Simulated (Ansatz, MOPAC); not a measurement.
Reaction (SMILES): ClC(Cl)Cl [chloroform] + 3 [H][H] (H2) -> C (CH4) + 3 Cl (HCl)

Wanted: energy of full hydrogenation (enthalpy at 298 K), in kcal/mol. Conventions: valence correlation only; six Cartesian d functions in 6-31G* and its kin unless marked 5d; spin-orbit terms left out; no dispersion term unless named; non-relativistic. Ab initio and DFT rows: single points at B3LYP-D3(BJ) geometries (Ansatz, an electronic-structure program), with unscaled harmonic terms from B3LYP/6-31G* (Ansatz) at its own minima. Semi-empirical rows: MOPAC heats of formation at their own minima for 298 K.

```csv
species,coefficient,"E at MP2/6-31G* (Ansatz), Eh","E at wB97M-V/def2-TZVPD (Ansatz), Eh","H(298 K) - E, kcal/mol","heat of formation at MNDO (MOPAC), kcal/mol"
ClC(Cl)Cl,-1,-1417.39419,-1419.27154,15.91,-28.97
[H][H] (H2),-3,-1.14411,-1.16077,8.44,0.72
C (CH4),+1,-40.33255,-40.49098,30.76,-11.96
Cl (HCl),+3,-460.19235,-460.79070,6.28,-15.26
```

Measured values: Active Thermochemical Tables 1.112 (ions: stationary electron), as tabulated in the package chemicals; they hold spin-orbit and core effects, anharmonicity.  Value to compare with, the measured value: -59.2 kcal/mol. 1 Eh = 627.5095 kcal/mol.

Compute it at each level from the table, and compare with the measured value.


- MP2/6-31G*: the sum of coefficient times E is -0.08308 Eh, or -52.13 kcal/mol; the thermal terms add 8.37. Result: -43.8 kcal/mol. Its error against the measured value is 15.4 kcal/mol.
- wB97M-V/def2-TZVPD: the sum of coefficient times E is -0.10923 Eh, or -68.54 kcal/mol; the thermal terms add 8.37. Result: -60.2 kcal/mol. Its error against the measured value is -1.0 kcal/mol.
- MNDO: the sum of coefficient times heat of formation is -30.93 kcal/mol; it needs no thermal term. Its error against the measured value is 28.3 kcal/mol.
